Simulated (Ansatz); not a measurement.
# HNOS: basis-set convergence

One table from this session's results is given with a row withheld; the runs are named, their logs left out.

Computed with Ansatz 0.2.0, Gaussian basis. Level: one geometry, several basis sets.

Levels to be run: PBE0-D4/def2-SVP; ωB97M-V/def2-SVP; PBE0-D4/def2-QZVPP; ωB97M-V/def2-QZVPP; CCSD(T)/cc-pV(D+d)Z; CCSD(T)/cc-pV(T+d)Z; CCSD(T)/cc-pV(Q+d)Z; the functionals' def2-TZVPP values are taken from earlier runs.

## The relaxed structure

The geometry comes from an earlier relaxation with PBE0-D4 in a triple-zeta def2 set; it is a stationary point.

SMILES `N=S=O`, 4 atoms, charge 0, spin multiplicity 1.

Atoms are counted from 1 here; the program's logs count them from 0.

Bond lengths: N1–S2 1.505 Å, N1–H4 1.021 Å, S2–O3 1.449 Å. Angles: S2–N1–H4 117.0°, N1–S2–O3 120.2°.

The first run:

File in.yaml:

```yaml
crystal:
  periodic: [false, false, false]
  atoms:
    - {symbol: N, position_ang: [0.415937, 0.839564, -0.290704]}
    - {symbol: S, position_ang: [0.620591, -0.509230, 0.344193]}
    - {symbol: O, position_ang: [-0.501693, -1.407013, 0.524985]}
    - {symbol: H, position_ang: [-0.534835, 1.076688, -0.578463]}
basis:
  gaussian: {orbitals: def2-SVP}
hamiltonian: {xc: pbe0, dispersion: d4}
output: {orbitals: {seedname: orbitals}}
```

On the command line:

```console
> ansatz run in.yaml --threads 2 --pin off --events-out ev --progress --plain --max-ram 32768MiB --backend cpu
```

Steps of the session up to this table: PBE0-D4 in def2-SVP; ωB97M-V in def2-SVP; PBE0-D4 in def2-QZVPP; ωB97M-V in def2-QZVPP.

One table of the session follows, with a row left open; its other results are not shown here.

It belongs to the step «Density functionals: the series». 

```
functional       basis  HOMO (eV)  LUMO (eV)
   PBE0-D4    def2-SVP      -8.70      -2.47
   PBE0-D4  def2-TZVPP          ?          ?
   PBE0-D4  def2-QZVPP      -9.00      -2.73
   ωB97M-V    def2-SVP     -11.01      -0.10
   ωB97M-V  def2-TZVPP     -11.30      -0.34
   ωB97M-V  def2-QZVPP     -11.38      -0.46
```

**Question.** Estimate the row for PBE0-D4, def2-TZVPP.

The run gave: HOMO (eV): -8.93; LUMO (eV): -2.65. In the column «HOMO (eV)» it lies between PBE0-D4, def2-QZVPP (-9.00) and PBE0-D4, def2-SVP (-8.70).
